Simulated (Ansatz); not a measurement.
## KNiF3 (Pm-3m)

All numbers below come from Ansatz, DFT r2SCAN, scalar-relativistic, plane waves, PAW.

Plane waves to 500 eV, a k mesh through Γ of 8×8×8 on the computed 5-atom cell and Gaussian smearing (0.02 eV); collinear spin from starting moments 0 1.92 0 0 0 μB.

The structure is relaxed at this level of theory with its symmetry kept. Whether it is the stable form of this composition wasn't checked.

```
K Ni F
1.0
     4.00838    0.00000    0.00000
     0.00000    4.00838    0.00000
     0.00000    0.00000    4.00838
K Ni F
1 1 3
Direct
  0.00000 0.00000 0.00000
  0.50000 0.50000 0.50000
  0.50000 0.50000 0.00000
  0.00000 0.50000 0.50000
  0.50000 0.00000 0.50000
```

- Space group: Pm-3m (No. 221)
- Volume per atom: 86.9 bohr³
- Formation energy from the elements' standard states (uncorrected): -2.620 eV/atom
- Generalised Kohn–Sham band gap: 2.48 eV, indirect from R to Γ
- Löwdin character of the top 1 eV of the valence band: Ni 3d 81 %, F 2p 18 %
- Löwdin character of the lowest 1 eV of the conduction band: Ni 3d 90 %
- Electron masses at the edge by Cartesian direction of the standard setting (m_e; degenerate bands sorted by energy; no spin-orbit coupling): x: over 30, 0.85; y: over 30, 0.85; z: over 30, 0.85
- Hole masses at the edge by Cartesian direction of the standard setting (m_e; degenerate bands sorted by energy; no spin-orbit coupling): x: over 30, 0.57; y: over 30, 0.57; z: over 30, 0.57
- Bulk modulus: 89 GPa
- Its pressure derivative: 4.7
- Electronic dielectric constant xx, yy, zz of the standard setting (independent particles): 2.4, 2.4, 2.4
- Bader charges (e): K (1 in the cell) 0.90, Ni (1 in the cell) 1.48, F (3 in the cell) -0.79
- Total moment: 2.00 μB per cell
- Site moments (μB; atoms counted from 1 over the whole cell): Ni (atom 2) 1.74, F (atom 3) 0.07, F (atom 4) 0.07, F (atom 5) 0.07

The state reached may not be the lowest one.

Only this magnetic start was tried.

Symmetry holds off the tilts and polar distortions that many cubic perovskites undergo.

Cost: 12 runs of about 12 core-minutes in all, on Arm Neoverse V2 (shared hosts).